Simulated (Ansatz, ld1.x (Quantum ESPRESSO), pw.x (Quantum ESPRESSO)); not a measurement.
# What a changed setting does to a pw.x run (sc Si)

Potential: norm-conserving Troullier–Martins (Kleinman–Bylander form), ld1.x (Quantum ESPRESSO) 7.5, LDA (PW92); core [Ne], reference 3s2 3p2; waves: 3s (bound): rc 1.85 bohr; 3p (bound): rc 1.70 bohr; 3d channel at 0.35 Ry: rc 1.60 bohr; local part: all-electron potential smoothed inside 1.25 bohr (lloc = -1); core correction: Bessel-smoothed model core, default radius (core density twice the valence density).

The reference run (k-mesh 13³, cutoffs 50/200 Ry, Fermi–Dirac 0.01 Ry, mixing_beta 0.4, conv_thr 1e-9, no spin) gives -0.87 GPa at 15.704 Å³/atom, where all-electron LAPW gives 0.11 GPa. This run, with its own iteration cap, changes tot_charge to -2, a wrong or extreme entry chosen on purpose.

```
&control
  calculation='scf', prefix='x', pseudo_dir='./', outdir='./tmp', tstress=.true., disk_io='none'
/
&system
  ibrav=0, nat=1, ntyp=1, ecutwfc=50, ecutrho=200, nbnd=9,
  occupations='smearing', smearing='fd', degauss=0.01, tot_charge=-2
/
&electrons
  conv_thr=1e-09, mixing_beta=0.4, electron_maxstep=70
/
ATOMIC_SPECIES
Si 1.0 Si.UPF
CELL_PARAMETERS angstrom
  2.50420625 0.00000000 0.00000000
  0.00000000 2.50420625 0.00000000
  0.00000000 0.00000000 2.50420625
ATOMIC_POSITIONS crystal
Si 0.0000 0.0000 0.0000
K_POINTS automatic
13 13 13 0 0 0
```

```bash
pw.x < Si.scf.in > Si.scf.out
```

Problem. How does the run end?

Solution. It converges in 6 iterations; the free energy moves by +21.47 eV/atom and the pressure by +273.31 GPa. The cell is charged against a uniform background, so energy and pressure depend on the zero of the potential and are not those of the crystal.

```
Message from routine setup:
     using ibrav=0 with symmetry is DISCOURAGED, use correct ibrav instead
     lattice parameter (alat)  =       4.7323  a.u.
     unit-cell volume          =     105.9758 (a.u.)^3
     number of electrons       =         6.00
     number of Kohn-Sham states=            9
     kinetic-energy cutoff     =      50.0000  Ry
     charge density cutoff     =     200.0000  Ry
     scf convergence threshold =      1.0E-09
     Exchange-correlation= PW
     number of k points=    84  Fermi-Dirac smearing, width (Ry)=  0.0100
     iteration #  1     ecut=    50.00 Ry     beta= 0.40
     total energy              =     -13.05733487 Ry
     estimated scf accuracy    <       0.01842468 Ry
     iteration #  2     ecut=    50.00 Ry     beta= 0.40
     total energy              =     -13.05602171 Ry
     estimated scf accuracy    <       0.00392754 Ry
     iteration #  3     ecut=    50.00 Ry     beta= 0.40
     total energy              =     -13.05652600 Ry
     estimated scf accuracy    <       0.00010888 Ry
     iteration #  4     ecut=    50.00 Ry     beta= 0.40
     total energy              =     -13.05654638 Ry
     estimated scf accuracy    <       0.00000107 Ry
     iteration #  5     ecut=    50.00 Ry     beta= 0.40
     total energy              =     -13.05654653 Ry
     estimated scf accuracy    <       0.00000016 Ry
     iteration #  6     ecut=    50.00 Ry     beta= 0.40
     the Fermi energy is    12.4706 ev
!    total energy              =     -13.05654654 Ry
     estimated scf accuracy    <          5.2E-10 Ry
     smearing contrib. (-TS)   =      -0.00225243 Ry
     The total energy is F=E-TS. E is the sum of the following terms:
     one-electron contribution =       7.46928556 Ry
     hartree contribution      =       0.20983141 Ry
     xc contribution           =     -11.14037901 Ry
     ewald contribution        =      -9.59303206 Ry
     convergence has been achieved in   6 iterations
          total   stress  (Ry/bohr**3)                   (kbar)     P=     2724.39
     Message from routine punch:
     Nothing written, as per user request (disk_io='none')
```

The run took about 5.6 s on one core of a shared server CPU.
